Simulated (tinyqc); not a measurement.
The basis set: RHF and MP2 along a ladder of basis sets, for CH3+, spin multiplicity 1. Computed by the program tinyqc with PySCF. 

Geometry (angstrom):

| atom | x | y | z |
|---|---|---|---|
| C | 0.0000 | 0.0000 | 0.0160 |
| H | 1.0370 | 0.0000 | 0.0000 |
| H | -0.5190 | 0.8980 | 0.0000 |
| H | -0.5190 | -0.8980 | 0.0000 |

Same geometry throughout; the dipole is taken about the origin.

RHF and frozen-core MP2 in a ladder of bases:

| basis | functions | E(RHF) (hartree) | E(MP2 corr) (hartree) | HOMO (eV) | LUMO (eV) | dipole (debye) |
|---|---|---|---|---|---|---|
| sto-3g | 8 | -38.760767 | -0.037447 | -27.1883 | -7.0812 | 0.0575 |
| 3-21g | 15 | -39.005334 | -0.064766 | -26.6472 | -7.8926 | 0.0517 |
| 6-31g | 15 | -39.212374 | -0.062265 | -26.5512 | -7.7959 | 0.0519 |
| 6-31g** | 29 | -39.231962 | -0.107783 | -26.5534 | -7.7203 | 0.0543 |
| cc-pvdz | 29 | -39.229412 | -0.103383 | -26.5222 | -7.7656 | 0.0575 |
| aug-cc-pvdz | 50 | -39.230479 | -0.106311 | -26.5197 | -7.8692 | 0.0568 |
| cc-pvtz | 72 | -39.243622 | -0.130659 | -26.5477 | -7.8234 | 0.0560 |

From cc-pVDZ to cc-pVTZ the RHF energy falls by 14.2 mhartree and the correlation energy by 27.3. If valence correlation converges as X^-3, (27 E(T) - 8 E(D))/19 gives -0.1421 hartree, a rough estimate from such small X that usually falls short; STO-3G holds about 26 % of it. Beyond STO-3G the LUMO moves by 0.2 eV and the HOMO by 0.1 eV.
